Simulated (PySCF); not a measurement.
# H3NO (hydroxylamine) at B2PLYP/STO-6G

Aim: the vertical ionisation energy of H3NO (hydroxylamine) at B2PLYP/STO-6G, from 2 runs. Input form: a Python script.

The results are computed with PySCF 2.14.0.

8 further runs of the same task are left out: 8 set aside as unsound or not needed.

**1. The molecule**

The species is H3NO (5 atoms), meant as a singlet with charge 0. SMILES: `NO`. The shape is that of a PBE0-D4/def2-TZVP optimisation. This is one conformer, not always the lowest.

Bond lengths: N1–O2 1.422 Å, N1–H3 1.016 Å, N1–H4 1.016 Å, O2–H5 0.960 Å. Angles: N1–O2–H5 102.8°, O2–N1–H3 104.5°, O2–N1–H4 104.5°, H3–N1–H4 106.0°.

**2. A single-point energy at B2PLYP/STO-6G**

mol.xyz

```xyz
5
H3NO
N     -0.165120    -0.361290    -0.321170
O      0.364460     0.666040     0.508060
H     -0.162690    -1.190020     0.266770
H     -1.141650    -0.109840    -0.446210
H      1.105010     0.995100    -0.007440
```

input.py

```python
from pyscf import gto, dft, mp

mol = gto.Mole()
mol.atom = 'mol.xyz'
mol.verbose = 3
mol.max_memory = 1860
mol.spin = 0
mol.basis = 'sto-6g'
mol.build()

mf = dft.RKS(mol)
mf.xc = '0.53*HF + 0.47*B88, 0.73*LYP'
mf.conv_tol = 1e-10
mf.grids.level = 5
mf.kernel()
if not mf.converged:
    mf = mf.newton().run(mf.mo_coeff, mf.mo_occ)

pt = mp.MP2(mf, frozen=2).run()
etot = mf.e_tot + 0.27 * pt.e_corr
print('PT2 part  %.8f' % (0.27 * pt.e_corr))
print('Final energy', etot)
```

Command:

```console
$ OMP_NUM_THREADS=1 python input.py
```

The program printed:

```text
converged SCF energy = -130.947266790514
E(RMP2) = -131.052444864965  E_corr = -0.105178074451402
E(SCS-RMP2) = -131.065819158926  E_corr = -0.118552368411923
PT2 part  -0.02839808
Final energy -130.9756648706159
```

Run time: 2.3 s. Hardware: 1 thread of Arm Neoverse V1, shared host; peak memory 0.17 GiB.

**3. The doublet cation**

job.py

```python
from pyscf import gto, dft, mp

mol = gto.Mole()
mol.atom = '''
N   -0.165120  -0.361290  -0.321170
O    0.364460   0.666040   0.508060
H   -0.162690  -1.190020   0.266770
H   -1.141650  -0.109840  -0.446210
H    1.105010   0.995100  -0.007440
'''
mol.spin = 1
mol.verbose = 4
mol.max_memory = 1860
mol.basis = 'sto-6g'
mol.charge = 1
mol.build()

mf = dft.UKS(mol)
mf.xc = '0.53*HF + 0.47*B88, 0.73*LYP'
mf.conv_tol = 1e-10
mf.grids.level = 5
mf.kernel()
if not mf.converged:
    mf = mf.newton().run(mf.mo_coeff, mf.mo_occ)

pt = mp.MP2(mf, frozen=2).run()
etot = mf.e_tot + 0.27 * pt.e_corr
print('PT2 part  %.8f' % (0.27 * pt.e_corr))
print(f'total energy: {etot:.8f} hartree')
```

Command:

```console
$ OMP_NUM_THREADS=1 python job.py
```

The program printed:

```text
PySCF version 2.14.0

[... 113 lines left out ...]
converged SCF energy = -130.645509452746  <S^2> = 0.75751819  2S+1 = 2.0075041
[... 1 line left out ...]
******** <class 'pyscf.mp.ump2.UMP2'> ********
nocc = (np.int64(7), np.int64(6)), nmo = (11, 11)
frozen orbitals 2
E(UMP2) = -130.76736300124  E_corr = -0.121853548494496
E(SCS-UMP2) = -130.774811573008  E_corr = -0.129302120261914
E_corr(same-spin) = -0.0195255437670934
E_corr(oppo-spin) = -0.102328004727402
PT2 part  -0.03290046
total energy: -130.67840991 hartree
```

Wall time 4.8 s (1 thread of Arm Neoverse V1, shared host); peak memory 0.18 GiB.

**4. What came out**

At B2PLYP/STO-6G, 2 core orbitals frozen:

| quantity | value |
| --- | --- |
| singlet H3NO: total energy | -130.97566 Eh |
| singlet H3NO: dipole moment (SCF part) | 0.40 D |
| singlet H3NO: HOMO energy (SCF part's orbitals) | -6.18 eV |
| singlet H3NO: LUMO energy (SCF part's orbitals) | 10.39 eV |
| singlet H3NO: HOMO–LUMO gap (SCF part's orbitals) | 16.57 eV |
| doublet cation: total energy | -130.67841 Eh |
| doublet cation: HOMO energy (SCF part's orbitals) (highest over α and β) | -17.58 eV |
| doublet cation: LUMO energy (SCF part's orbitals) (lowest over α and β) | -10.16 eV |
| doublet cation: ⟨S²⟩ | 0.758 |
| vertical ionisation energy (to the doublet cation) | 8.089 eV |

What this shows: The vertical ionisation energy comes to 8.09 eV (187 kcal/mol). The negative HOMO energy of the first species, 6.18 eV, lies 1.91 eV below that difference. In a minimal basis such a difference can be off by several eV, whatever the method.
